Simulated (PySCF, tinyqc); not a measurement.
Inside a calculation. Method: RHF in the sto-3g basis, for CH2, spin multiplicity 1. This run ends on a higher stationary point, not on the lowest solution. The lowest restricted solution is unstable here: a spin-polarised one lies 0.0416 hartree lower (PySCF). One step of it, computed by the program tinyqc.

Problem. Iteration 2: DIIS coefficients. Solve [B -1; -1 0][c; lambda] = [0; -1] for the coefficients, which sum to one.

B (overlaps of the stored error matrices):
```
                1               2
1   2.7836008e+00  -4.7561268e-02
2  -4.7561268e-02   4.3632864e-02
```

Give: DIIS coefficients.

Solution.

DIIS coefficients: 0.0312  0.9688
